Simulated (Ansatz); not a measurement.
Geometry optimisation, UKS PBE-D4/def2-SVP in Ansatz 0.2.0.

input.yaml

```yaml
crystal:
  periodic: [false, false, false]
  atoms:
    - { symbol: B, position_ang: [0.0, 0.0, 0.0] }
    - { symbol: H, position_ang: [0.0, 0.0, 1.44] }
    - { symbol: H, position_ang: [1.0305, 0.0, -0.595] }
    - { symbol: H, position_ang: [-1.0305, 0.0, -0.595] }
    - { symbol: O, position_ang: [0.0, 0.0, 2.75] }
    - { symbol: H, position_ang: [-0.5144, -0.8011, 3.0871] }
magnetization:
  spin_polarized: true
  initial_magnetization: 1
basis:
  gaussian: { orbitals: def2-SVP }
hamiltonian:
  xc: pbe
  dispersion: d4
relax:
  f_tol: 0.15
  max_steps: 25
  restrain:
    - { distance: [1, 4], at: 1.01, k: 30.0 }
    - { distance: [0, 1], at: 2.39, k: 30.0 }
```

Run as:

```bash
$ ansatz run input.yaml --threads 1 --pin off --max-ram 2048MiB --backend cpu --events-out ev --progress --plain --runs-dir out
```

Question: Where does it end, and by what steps?

Answer: It converged. The restraints hold the end off the free minimum; the threshold counts their pulls, which the force column leaves out. Restrained pairs: H2–O5 (1.31 → 0.99 Å), B1–H2 (1.44 → 2.37 Å). After 24 steps the energy has fallen by 1.478 eV (the restraints' own energy left out); H2 moved furthest, 1.18 Å.

```csv
step,energy less start (eV),largest force component (eV/Å),accepted
0,0.0000,0.828,yes
1,-0.2001,2.190,yes
2,-0.2407,3.735,yes
3,-0.3951,0.965,yes
4,-0.4829,0.686,yes
5,-0.4917,0.320,yes
6,-0.4200,2.089,no
7,-0.4955,0.383,yes
8,-0.4979,0.558,yes
9,-0.5084,0.683,yes
10,-0.5148,0.479,yes
11,-0.4170,1.898,no
12,-0.5109,0.930,yes
13,-0.5246,0.513,yes
14,-0.5364,0.296,yes
15,-0.5459,0.234,yes
16,-0.5680,0.414,yes
17,-0.5807,0.458,yes
18,-0.5867,2.492,yes
19,-0.7401,2.305,yes
20,-0.9135,1.471,yes
21,-1.1382,2.130,yes
22,-1.3824,1.327,yes
23,-1.4681,0.922,yes
24,-1.4784,0.794,yes
```

```xyz
6
Properties=species:S:1:pos:R:3
B -0.051 0.122 0.136
H 0.038 0.600 2.457
H 0.833 -0.677 -0.124
H -1.160 0.170 -0.355
O -0.314 -0.098 1.843
H 0.140 -0.919 2.129
```

Run time: 37 s on 1 thread of Intel(R) Xeon(R) Platinum 8259CL CPU @ 2.50GHz (Skylake/Cascade Lake), on a shared host, peak memory 0.13 GiB.
